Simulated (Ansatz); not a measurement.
Results of PBE-D3(BJ) (Ansatz, a quantum-chemistry and plane-wave program, PAW) for 2H WS₂.

Numerical settings: plane-wave cutoff 520 eV, 12×12×4 k mesh (along the axes of the cell as run), Fermi–Dirac smearing 0.01 eV, no spin polarisation, scalar-relativistic PAW data made under PBE.

Starting structure:

```yaml
crystal:
  lattice:
    - [3.15000, 0.00000, 0.00000]
    - [-1.57500, 2.72798, 0.00000]
    - [0.00000, 0.00000, 12.32000]
  atoms:
    - { symbol: W, position: [0.66667, 0.33333, 0.75000] }
    - { symbol: W, position: [0.33333, 0.66667, 0.25000] }
    - { symbol: S, position: [0.66667, 0.33333, 0.37800] }
    - { symbol: S, position: [0.33333, 0.66667, 0.87800] }
    - { symbol: S, position: [0.33333, 0.66667, 0.62200] }
    - { symbol: S, position: [0.66667, 0.33333, 0.12200] }
```

### Question
Into what structure does the relaxation of cell and atoms lead at this level, with the symmetry of the start kept?

### Answer
The volume decreases by 1.2 %; final space group P6_3/mmc.
```yaml
crystal:
  lattice:
    - [3.15402, 0.00000, 0.00000]
    - [-1.57701, 2.73146, 0.00000]
    - [0.00000, 0.00000, 12.14001]
  atoms:
    - { symbol: W, position: [0.66667, 0.33333, 0.75000] }
    - { symbol: W, position: [0.33333, 0.66667, 0.25000] }
    - { symbol: S, position: [0.66667, 0.33333, 0.37971] }
    - { symbol: S, position: [0.33333, 0.66667, 0.87971] }
    - { symbol: S, position: [0.33333, 0.66667, 0.62029] }
    - { symbol: S, position: [0.66667, 0.33333, 0.12029] }
```
